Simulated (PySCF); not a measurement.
Löwdin shares of the frontier orbitals

Species: C₂H₅F₃N (charge +1).
SMILES with atom numbers: `[NH3+:1][CH2:2][C:3]([F:4])([F:5])[F:6]` (hydrogens: H7, H8, H9 on N1; H10, H11 on C2)

Structure used (PBE0-D3(BJ)/def2-SVP), in Å, numbered top down from 1:
```xyz
11
C2H5F3N angstrom
N     -1.0852   -0.6023    0.2211
C      0.3694   -0.5024   -0.0799
C      0.8254    0.9119    0.2540
F      0.1056    1.7779   -0.4620
F      2.0981    1.0594   -0.0051
F      0.5880    1.1528    1.5438
H     -1.6218    0.0839   -0.3324
H     -1.2697   -0.3966    1.2153
H     -1.4617   -1.5377    0.0167
H      0.9145   -1.2331    0.5322
H      0.5315   -0.7124   -1.1454
```

Theory: PySCF, TDDFT PBE0/def2-SVPD, vertical, gas phase, core orbitals frozen in the response.

Frontier orbitals with the atoms that hold most of them (Löwdin shares over 4%, at most four atoms; ? is withheld):

```
orbital  ε (eV)                           atoms
 HOMO-3  -17.46          F5 50%, F4 22%, F6 20%
 HOMO-2  -17.19  F6 29%, F4 27%, C2 15%, F5 14%
 HOMO-1  -16.84          F6 34%, F4 34%, F5 31%
   HOMO  -16.25                               ?
   LUMO   -5.37                               ?
 LUMO+1   -3.74  H9 27%, N1 23%, H8 12%, H7 12%
 LUMO+2   -3.55   H7 25%, H8 24%, N1 23%, F4 6%
```

Question: Which atoms hold the LUMO, and with what shares?

Answer: N1 (bonded to C and 3 H) 20%; H9 (bonded to N) 20%; H8 (bonded to N) 14%; H7 (bonded to N) 14%. By element: hydrogen 48% or more, nitrogen 20%.

Question: Which atoms hold the HOMO, and with what shares?

Answer: C2 (bonded to C, N and 2 H) 22%; F5 (bonded to C) 20%; F6 (bonded to C) 18%; F4 (bonded to C) 18%. By element: fluorine 57%, carbon 22% or more.

Question: How does S1 compare with the orbital gap of 10.89 eV?

Answer: S1 is at 9.68 eV (f = 0.0047), 1.20 eV below the gap, made of HOMO→LUMO (99%). 

Question: One configuration dominates each of S1, S2, S3 and S5. Which, and how do the shares of the two leading atoms of either orbital change from the occupied to the empty one?

Answer: 
- S1 (9.68 eV, f 0.0047), HOMO→LUMO (99%): C2 22% → at most 15%, F5 20% → at most 15%, N1 at most 19% → 20%, H9 at most 19% → 20%
- S2 (10.38 eV, f 0.0009), HOMO-1→LUMO (90%): F6 34% → at most 15%, F4 34% → at most 15%, N1 at most 2% → 20%, H9 at most 2% → 20%
- S3 (10.61 eV, f 0.0005), HOMO-2→LUMO (88%): F6 29% → at most 15%, F4 27% → at most 15%, N1 at most 15% → 20%, H9 at most 15% → 20%
- S5 (11.32 eV, f 0.020), HOMO→LUMO+1 (98%): C2 22% → at most 12%, F5 20% → at most 12%, H9 at most 19% → 27%, N1 at most 19% → 23%

Löwdin shares depend on the basis, the more so with diffuse functions.

Hardware: one thread of an Arm Neoverse V1, no GPU, shared host. Cost: 2.5 min of wall time.
